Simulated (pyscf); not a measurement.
Four-centre exchange: H₂N–AlH₂ + H₂ → NH₃ + AlH₃

Gas phase, singlet surface, charge 0. Bonds broken: N1–Al2, H7–H8. Bonds formed: N1–H7, Al2–H8. PySCF, gas phase, ωB97X-D3(BJ)/def2-SVP geometries.

Transition state (Å):

```xyz
8

N     -0.7440    -0.2072    -0.2010
Al     1.1093     0.1402     0.1180
H     -1.0698    -1.0788    -0.6150
H     -1.4075     0.5357    -0.4134
H      2.0758    -1.0593    -0.2542
H      1.5040     1.6747     0.0888
H     -0.3115    -0.2865     1.1539
H      0.4518    -0.2071     1.7919
```

One imaginary mode, 1312i cm⁻¹; descent along it reached the two sides named, in the forms told below.

| bond | change | reactant side (Å) | saddle | product side |
|---|---|---|---|---|
| N1–Al2 | breaks | 1.777 | 1.912 | 2.088 |
| H7–H8 | breaks | 0.762 | 0.998 | 2.8 |
| N1–H7 | forms | 3.0 | 1.424 | 1.022 |
| Al2–H8 | forms | 2.598 | 1.832 | 1.604 |

Electronic energies relative to the separated reactants (kcal/mol):

| level | barrier | reaction energy | reverse barrier |
|---|---|---|---|
| ωB97X-D3(BJ)/def2-TZVP | 20.1 | +20.1 | -0.1 |
| PBE/def2-TZVP | 16.0 | +19.5 | -3.5 |
| r²SCAN/def2-TZVP | 17.2 | +21.5 | -4.3 |
| B3LYP-D3(BJ)/def2-TZVP | 20.3 | +20.3 | 0.0 |
| PBE0-D3(BJ)/def2-TZVP | 16.7 | +19.0 | -2.3 |
| M06-2X/def2-TZVP | 22.1 | +23.4 | -1.3 |
| ωB97M-D3(BJ)/def2-TZVP | 20.7 | +19.5 | 1.2 |
| HF/def2-TZVP | 31.1 | +15.8 | 15.3 |

With ωB97M-D3(BJ)/def2-TZVP energies and thermal terms (ideal gas, 1 atm, RRHO with modes under 100 cm⁻¹ raised to 100, one conformer, R ln 2 for chiral ones without a mode under 150 cm⁻¹), in kcal/mol:

| T (K) | ΔH‡ | ΔG‡ | ΔH | ΔG |
|---|---|---|---|---|
| 298 | 21.8 | 30.0 | +21.8 | +20.5 |
| 600 | 20.7 | 38.9 | +20.6 | +19.7 |
| 900 | 20.4 | 48.0 | +19.6 | +19.5 |
| 1200 | 20.5 | 57.2 | +18.9 | +19.5 |

On the product side the descent ends in an adduct with a Al–N contact (not fully relaxed), 31.9 kcal/mol under the separated species and 31.8 kcal/mol under the saddle at ωB97X-D3(BJ)/def2-TZVP. At PBE, r²SCAN, PBE0-D3(BJ), M06-2X the saddle lies under the separated products, which points to a path from their complex (located at ωB97X-D3(BJ) alone), and parting the products costs more than the saddle. What is counted as broken (Al–N) persists as a longer contact in the product adduct; parting that adduct is a step of its own. At the saddle there is also a short Al–H contact that neither side keeps. This is the saddle that the search found; another between the same sides may lie lower.
